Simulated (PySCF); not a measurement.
Species: C4H7O2 (doublet state).
Geometry (GFN2-xTB, Å), atoms numbered from 1 in this order:
```
atom  x, y, z in Å
C1    -2.036   -0.044   -0.470
C2    -1.338    0.132    0.810
C3     0.071   -0.371    0.486
O4     0.434   -1.512    0.588
O5     0.821    0.622   -0.002
C6     2.120    0.261   -0.456
H7    -1.920    0.689   -1.245
H8    -2.455   -0.999   -0.724
H9    -1.758   -0.489    1.600
H10   -1.277    1.177    1.110
H11    2.678   -0.230    0.343
H12    2.047   -0.421   -1.306
H13    2.607    1.187   -0.749
```

The hyperfine couplings belong to this conformer and change with its torsions.

As a line formula: `[CH2]CC(=O)OC` [radical].

The calculation used UKS B3LYP, pcH-1 on C H O, non-relativistic, mean-field spin-orbit, GIAO (PySCF). The structure is a single GFN2-xTB conformer in the gas phase; no vibrational or solvent corrections. Couplings are sensitive to structure, and on GFN2-xTB geometries they can be far from those on DFT ones. Stability of the SCF solution: not tested.

Largest spin populations (Mulliken): C1 (+1.05) and C2 (-0.08). No atom but C1 exceeds +0.15. The angles at C1 add up to 358.3°, so it is nearly planar; its axial dipolar tensor and the negative couplings of its protons fit spin in a p orbital normal to that plane.

Problem. McConnell's relation a(H) = Q·ρ ties the coupling of a proton on a planar π carbon to the spin population of that carbon. What Q do the computed values give?

Solution. 
| H | C | ρ(C) | a(H) (G) | a/ρ (G) |
| --- | --- | --- | --- | --- |
| H7 | C1 | +1.052 | -21.68 | -20.6 |
| H8 | C1 | +1.052 | -21.71 | -20.6 |

These protons share one ρ (within 0.01), so their mean ratio, Q = -20.6 G, is no test of linearity. In McConnell's picture π spin on carbon polarises the C–H bond and leaves opposite spin at the proton, which makes Q negative, as found here.

Problem. List the C–H protons on four-coordinate carbons next to a three-coordinate spin centre, with their couplings and θ (C–H bond against the normal to the plane of the centre's neighbours, projected along the bond that joins the two).

Solution. 
```tsv
β H	on	centre	θ (°)	cos²θ	a (G)
H9	C2	C1	65	0.18	+11.23
H10	C2	C1	62	0.22	+16.23
```

Couplings in gauss use g_iso = 2.0029.
